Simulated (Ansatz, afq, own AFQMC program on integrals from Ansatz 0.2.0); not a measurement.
# CH3N, singlet in cc-pVDZ along one coordinate

```
atom   x (Å)    y (Å)    z (Å)
   N  0.0000   0.0582   0.5542
   C  0.0000  -0.1584  -0.7297
   H  0.0000   0.9667   1.0152
   H  0.0000  -0.7270   1.1922
   H  0.0000   0.8384  -1.2134
```

One side is turned about N1–C2. Energies in kcal/mol count from this geometry (0.000 °) at the same level; the start stands on RHF, each point on the determinant named.

Basis cc-pVDZ. Noble-gas cores (and the filled d shells of Ga–Kr and In–Xe) are frozen. Integrals, coupled cluster, full CI and functionals: Ansatz 0.2.0; the random walks run on the same integrals in our own AFQMC program. The CISD trial takes its coefficients from CCSD amplitudes. Released means that phaseless walkers are propagated on without the constraint, phases kept. Error bars are statistical, one sigma.

Cautions, each for one point or more: cluster runs in doubt by the program's own checks; higher spins were not checked; raised T1 diagnostic; restricted determinant unstable towards unrestricted; strong correlation; unrestricted determinant spin contaminated; walk and cluster series may follow different spin states.

```
twist about N1–C2 / °  det.     T1  weight  ⟨S²⟩   PBE0  r2SCAN  CCSD(T)
               62.500   RHF  0.034    0.86  pure  36.8§   35.3§     40.6
               90.000  UHF¶  0.050    0.82  0.95  50.0§   46.7§     55.5
              150.000   RHF  0.019    0.88  pure   11.0    11.3     11.1
```

Q: Estimate the curve of phaseless AFQMC with a CISD trial, counted from the same start.

A: 
| twist about N1–C2 / ° | det. | T1 | weight | ⟨S²⟩ | ph-AFQMC/CISD |
| --- | --- | --- | --- | --- | --- |
| 62.500 | RHF | 0.034 | 0.86 | pure | 40.0 ± 0.7 |
| 90.000 | UHF¶ | 0.050 | 0.82 | 0.95 | 74.9 ± 0.7 |
| 150.000 | RHF | 0.019 | 0.88 | pure | 11.0 ± 0.7 |

Weight is that of the determinant in the CISD state; at the start T1 is 0.017 and the weight 0.88. ¶ marks points with a poor determinant and no full CI, where no value is sure; they don't count among the departures. Symmetry can't show for every point that it stays on the start's state. § marks a functional whose ⟨S²⟩ is too high by over 0.1. Largest departures from phaseless AFQMC with a CISD trial: CCSD(T) 0.6 kcal/mol at 62.500 (on RHF) (within the noise). The walk's constraint bias lies outside its error bars, so these are departures and not errors. The functionals aren't scored here. In this small basis the wave-function levels are far from their limit, so their gap to the functionals isn't the functionals' error.

A walk keeps the symmetry of its determinant, which the program's search chose and which needn't be the lowest solution, so a lower state of the same spin and another symmetry isn't excluded.
